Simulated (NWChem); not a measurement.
# CF3 (trifluoromethyl radical): entropy by statistical mechanics

A doublet with charge 0, relaxed at UPBE/def2-SVP (NWChem 7.3.0):

```xyz
4

F    -0.4163    1.1969    0.0728
C     0.0000    0.0000   -0.3259
F    -0.8284   -0.9589    0.0728
F     1.2446   -0.2379    0.0728
```

Harmonic wavenumbers in cm⁻¹: 495, 495, 681, 1063, 1247, 1247.

Masses in u: F 18.998, C 12.011. Take T = 298.15 K, p = 1 bar, R = 8.3145 J/(mol K), kT/hc = 207.22 cm⁻¹, rigid rotor and harmonic oscillator.

Question: Compute the standard molar entropy.

Answer: 
1. Translation (Sackur–Tetrode): S = R[3/2 ln M + 5/2 ln T − 1.1517] with M = 69.005 gives 161.7 J/(mol K).
2. Rotation: principal moments 47.335, 47.337, 91.518 u Å² give A, B, C = 0.3561, 0.3561, 0.1842 cm⁻¹; the symmetry number is σ = 3; q = (√π/σ)√((kT/hc)³/ABC) = 11531; S = R(ln q + 3/2) = 90.2.
3. Vibration: with u = ν̃/207.22, each mode gives R[u/(eᵘ − 1) − ln(1 − e⁻ᵘ)]; the sum is 7.6, most from 495 cm⁻¹ (2.8), 495 cm⁻¹ (2.8), 681 cm⁻¹ (1.4).
4. Spin: R ln 2 = 5.8.
5. Sum: 161.7 + 90.2 + 7.6 + 5.8 = 265.3 J/(mol K).

The tabulated value is 264.5 J/(mol K) (CRC Handbook of Chemistry and Physics): the model is off by +0.8. Any orbital degeneracy of the open shell is left out.
